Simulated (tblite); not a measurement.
Compound: aluminum monochloride, AlCl (singlet state).
Atom-mapped SMILES: `[Al:1][Cl:2]`

Computed with GFN2-xTB (tblite): harmonic, unscaled wavenumbers at the GFN2-xTB geometry, gas phase. Errors from tens to a few hundred cm⁻¹ against measured bands are possible.

Harmonic wavenumbers (cm⁻¹): 560.4.

B = 7999 MHz (linear); mass 61.950 u (most abundant isotopes); point group C∞v, symmetry number 1.

What is the zero-point energy?

½Σν̃ = 280 cm⁻¹ = 0.80 kcal/mol.

Entropy at 298.15 K, 1 bar (ideal gas, RRHO, classical rotation)?

Translation 38.32, rotation 15.21, vibration 0.52: S = 54.1 cal/(mol K).

And Cp and H(298.15 K) − H(0)?

Cp = 8.07 cal/(mol K), of which vibrations give 1.12 (their classical limit is 1 R = 2.0); H(298.15 K) − H(0) = 2.19 kcal/mol without the zero-point energy, 0.11 from vibrations.

What must be added to the electronic energy to get the Gibbs energy at 298.15 K and 1 bar?

ZPE + [H(298.15 K) − H(0)] − T·S = 0.80 + 2.19 − 16.12 = -13.13 kcal/mol.

How do the functions run with temperature in this model?

| T (K) | S (cal/(mol K)) | Cp (cal/(mol K)) | H − H(0) (kcal/mol) | G − H(0) (kcal/mol) | ln q(vib) |
| --- | --- | --- | --- | --- | --- |
| 50 | 41.1 | 7.0 | 0.35 | -1.71 | 0.00 |
| 100 | 45.9 | 7.0 | 0.70 | -3.90 | 0.00 |
| 373.15 | 55.9 | 8.3 | 2.80 | -18.05 | 0.12 |
| 500 | 58.4 | 8.6 | 3.88 | -25.31 | 0.22 |
| 750 | 61.9 | 8.8 | 6.05 | -40.36 | 0.42 |
| 1000 | 64.4 | 8.8 | 8.25 | -56.17 | 0.59 |

q(vib) and H(0) count from the zero-point level.

Which modes carry the vibrational entropy at 298.15 K?

560.4 cm⁻¹: 0.52 cal/(mol K).
